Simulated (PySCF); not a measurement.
C5H7N.
InChI=1S/C5H7N/c1-4-3-5(4)6-2/h5H,1-3H2/t5-/m0/s1

Torsions of this conformer, `[CH2:1]=[N:2][C@H:3]1[CH2:4][C:5]1=[CH2:6]`: C1–N2–C3–C4 152°.

The closed-shell ground state was solved at several levels (PySCF, density fitting, gas phase, non-relativistic). The structure is a single GFN2-xTB conformer in the gas phase; no vibrational or solvent corrections.

| level | basis functions | HOMO (eV) | LUMO (eV) | gap (eV) | dipole (D) |
| --- | --- | --- | --- | --- | --- |
| B3LYP/pcJ-1 | 232 | -7.06 | -0.56 | 6.50 | 1.29 |
| PBE0/def2-SVPD | 176 | -7.33 | -0.45 | 6.88 | 1.34 |
| PBE0/pcSseg-1 | 137 | -7.29 | -0.34 | 6.95 | 1.33 |

Problem. What might B3LYP/def2-SVPD (176 basis functions) give for the same quantities?

Solution. HOMO -7.11 eV, LUMO -0.71 eV, gap 6.40 eV, dipole 1.33 D.

Problem. Over all these levels, which gives the widest orbital gap and which the narrowest?

Solution. PBE0/pcSseg-1 (global hybrid, 25 % exact exchange) has the widest, 6.95 eV, and B3LYP/def2-SVPD (global hybrid, 20 % exact exchange) the narrowest, 6.40 eV. Functional and basis both differ between the two, so the spread mixes both effects.

Problem. How far do the dipole and the HOMO energy spread over the levels?

Solution. The dipole runs from 1.29 to 1.34 D (mean 1.32 D) and the HOMO from -7.33 to -7.06 eV.
